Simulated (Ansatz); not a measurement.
## Worked example: correlation energy of H2As–As⁺, quartet

Geometry: that of the H2As–As, triplet, kept fixed.

| atom | x (Å) | y (Å) | z (Å) |
| --- | --- | --- | --- |
| As | -0.0467 | 0.0000 | 1.1915 |
| As | 0.0198 | 0.0000 | -1.2272 |
| H | 1.0011 | -1.0996 | 1.3286 |
| H | 1.0011 | 1.0996 | 1.3286 |

Basis cc-pVDZ; Ansatz 0.2.0. Correlated methods freeze the noble-gas cores and the filled d shells of p-block atoms, which leaves 11 electrons in 36 orbitals. Prefix R: restricted or restricted open-shell reference; prefix U: unrestricted. No spin–orbit coupling is included, and no scalar relativity.

Full CI isn't at hand for all of this; UCCSDT(Q) serves as the reference, and is uncertain by about the last step of the cluster series.

Runs differ by some tens of microhartree through their thresholds and, for an open shell, their frozen cores, so steps under 0.03 kcal/mol mean nothing.

```
    level  total energy (hartree)
      UHF            -4469.189633
     UMP2            -4469.346677
    UCCSD            -4469.383380
 UCCSD(T)            -4469.388722
   UCCSDT            -4469.389822
UCCSDT(Q)            -4469.390124
```

Task: What is the correlation energy at UCCSDT(Q), and what share of it do UMP2 and UCCSD(T) recover?

Result: E(corr) = -4469.390124 − (-4469.189633) = -0.200491 hartree = -5.456 eV. UMP2: -0.157044 / -0.200491 = 78.33 %. UCCSD(T): -0.199089 / -0.200491 = 99.30 %.

Task: By how many kcal/mol does UCCSD(T) miss UCCSDT(Q) (1 hartree = 627.509 kcal/mol), and which steps make up the rest?

Result: -4469.388722 − (-4469.390124) = 0.001402 hartree = 0.88 kcal/mol. Steps: UCCSDT − UCCSD(T) = -0.69, UCCSDT(Q) − UCCSDT = -0.19 kcal/mol. Differences between like states or geometries often cancel part of this.
